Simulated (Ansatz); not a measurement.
in.yaml

```yaml
crystal:
  periodic: [false, false, false]
  atoms:
    - {symbol: O, position_ang: [0.000000, 0.000000, 0.000000]}
    - {symbol: H, position_ang: [0.000000, 0.000000, -0.977281]}
    - {symbol: H, position_ang: [0.000000, 0.000000, 0.977281]}
basis:
  gaussian: {orbitals: aug-cc-pVDZ}
total_charge: -1
magnetization: {spin_polarized: false, initial_magnetization: 1}
correlation: {method: fic_mrcisd_q, electrons: outside_noble_gas, active_space: {window: {electrons: 9, orbitals: 6}, shells: [{species: H, l: s, shell: 1}, {species: O, l: s, shell: 2}, {species: O, l: p, shell: 2}]}}
```

```sh
$ ansatz run in.yaml --threads 1 --pin off --events-out ev --progress --plain --max-ram 2393MiB
```

The program prints:

```
624 factors; integrals over basis functions are off by at most 2.4e-7 eV
mean field evaluation 1: about -2064.8981 eV, gradient 2.6e1 eV
mean field evaluation 2: about -2064.8980 eV, gradient 2.6e1 eV
mean field evaluation 4: about -2066.6166 eV, gradient 1.4e0 eV
mean field evaluation 8: about -2066.6259 eV, gradient 1.4e-3 eV
mean field evaluation 16: about -2066.1529 eV, gradient 6.0e-7 eV
mean field evaluation 32: about -2066.3905 eV, gradient 2.3e0 eV
a density is far from that of the atoms, so the factors are made again for it
642 factors; integrals over basis functions are off by at most 1.1e-7 eV
mean field evaluation 64: about -2066.1529 eV, gradient 2.3e-5 eV
mean field -2066.62590685 eV, -75.9471012672 hartree, gradient 2.8e-6 eV, S^2 0.750000; 7 other end points of the search recorded, 0 dependent functions left out
reference -2066.62590685 eV, -75.9471012672 hartree; 6, 5 occupied and 35, 36 virtual orbitals, 642 factors
state -2066.98562214 eV, -75.9603205604 hartree
contracted CI cycle   1: correlation 0.00000000 eV, 0.0000000000 hartree, residual 2.64e1 eV
contracted CI cycle   2: correlation -5.53374567 eV, -0.2033614025 hartree, residual 5.44e0 eV
contracted CI cycle   3: correlation -5.82122882 eV, -0.2139262133 hartree, residual 1.38e0 eV
contracted CI cycle   4: correlation -5.84398886 eV, -0.2147626295 hartree, residual 4.27e-1 eV
contracted CI cycle   5: correlation -5.84593838 eV, -0.2148342730 hartree, residual 1.14e-1 eV
contracted CI cycle   6: correlation -5.84608662 eV, -0.2148397208 hartree, residual 3.34e-2 eV
contracted CI cycle   7: correlation -5.84609933 eV, -0.2148401878 hartree, residual 1.04e-2 eV
contracted CI cycle   8: correlation -5.84610052 eV, -0.2148402316 hartree, residual 2.67e-3 eV
contracted CI cycle   9: correlation -5.84610060 eV, -0.2148402344 hartree, residual 7.04e-4 eV
state -2066.98562214 eV, -75.9603205604 hartree; corrected -2073.20694478 eV, -76.1889499505 hartree
Total energy: -2073.20694478 eV, -76.1889499505 hartree
Checks for a lower state left out: starts, orbital_swaps
```

Natural occupations: 1.9998 1.9998 1.9992 1.9902 1.0002 0.0107.

For the same geometry and basis UCCSDT(Q) lies 81.5 meV lower.

Ran on 1 thread of Intel Xeon 6975P-C, shared host: 1.1 s wall, 0.19 GiB peak host memory.
